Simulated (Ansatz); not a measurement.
triplet C₂O: levels of theory in one basis

```xyz
3

C     0.0483   -0.0080   -1.3057
C    -0.0373   -0.0071    0.0999
O    -0.0307    0.0394    1.2273
```

Basis set: def2-SVP (spherical functions). Frozen core: 3 orbitals. Correlation on ROHF uses semicanonical orbitals with singles. Charge 0, multiplicity 3.

Computed with Ansatz (development build ahead of 0.2.0); each method stands on the lowest determinant of its kind that the runs found.

```
      method  E − E(ROHF) (eV)  <S²> of the determinant
        ROHF              0.00                     2.00
         UHF             -0.24                     2.05
    ROHF-MP2            -10.32                        –
ROHF-CCSD(T)            -11.19                        –
 UHF-CCSD(T)            -11.18                     2.05
```

What does UHF-MP2 give on the same scale?

-10.24 eV.

Is a single determinant a sound starting point here?

By this sign, yes. Unrestricted orbitals gain 0.24 eV and <S²> is 2.05 against 2.00 for a pure state.
